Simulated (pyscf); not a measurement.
## Four-centre exchange: F–SiH₂• + hydrogen fluoride (HF) → F–SiH₂• + hydrogen fluoride (HF)

Gas phase, doublet surface, charge 0. Bonds broken: Si1–F5, F2–H6. Bonds formed: Si1–F2, F5–H6. Optimised with ωB97X-D3(BJ)/def2-SVP in PySCF. MP2 and CC: frozen core, UHF for open shells. ΔMP2 is the change of the MP2 total energy from the triple- to the quadruple-zeta basis.

Transition state (Å):

```xyz
6

Si    -1.2287    -0.5488    -0.5510
F     -0.3081     0.2610     0.9390
H     -0.4988    -1.8273    -0.2105
H     -2.5957    -0.5845     0.0385
F     -1.0293     1.3298    -0.7690
H     -0.5123     1.1311     0.3120
```

One imaginary mode, 571i cm⁻¹; descent along it reached the two sides named, in the forms told below.

```tsv
bond	change	reactant side (Å)	saddle	product side
Si1–F5	breaks	1.657	1.902	2.9
F2–H6	breaks	0.930	1.092	1.812
Si1–F2	forms	3.0	1.930	1.659
F5–H6	forms	1.809	1.215	0.931
```

Electronic energies relative to the separated reactants (eV):

```tsv
level	barrier	reaction energy	reverse barrier
ωB97X-D3(BJ)/def2-TZVP	0.97	0.00	0.97
PBE/def2-TZVP	0.73	0.00	0.73
r²SCAN/def2-TZVP	0.83	0.00	0.83
B3LYP-D3(BJ)/def2-TZVP	0.95	0.00	0.95
PBE0-D3(BJ)/def2-TZVP	0.89	0.00	0.89
M06-2X/def2-TZVP	0.97	0.00	0.97
ωB97M-D3(BJ)/def2-TZVP	0.93	0.00	0.93
HF/def2-TZVP	1.71	0.00	1.71
MP2/def2-QZVPP	1.07	0.00	1.07
CCSD/def2-TZVPP	1.19	0.00	1.19
CCSD(T)/def2-TZVPP	1.09	0.00	1.09
CCSD(T)/def2-TZVPP + ΔMP2(QZVPP)	1.09	0.00	1.09
```

With CCSD(T)/def2-TZVPP + ΔMP2(QZVPP) energies and thermal terms (ideal gas, 1 atm, RRHO with modes under 100 cm⁻¹ raised to 100, one conformer, R ln 2 for rigid chiral ones), in eV:

```
T (K)   ΔH‡   ΔG‡    ΔH    ΔG
-----  ----  ----  ----  ----
298    1.06  1.48  0.00  0.00
600    1.04  1.92  0.00  0.00
900    1.04  2.35  0.00  0.00
1200   1.06  2.79  0.00  0.00
```

On the reactant side the descent ends in a complex, 0.18 eV under the separated species and 1.15 eV under the saddle at ωB97X-D3(BJ)/def2-TZVP. This is the saddle that the search found; another between the same sides may lie lower. The CCSD(T) − MP2 part came from Ansatz, without density fitting, on the same reference.
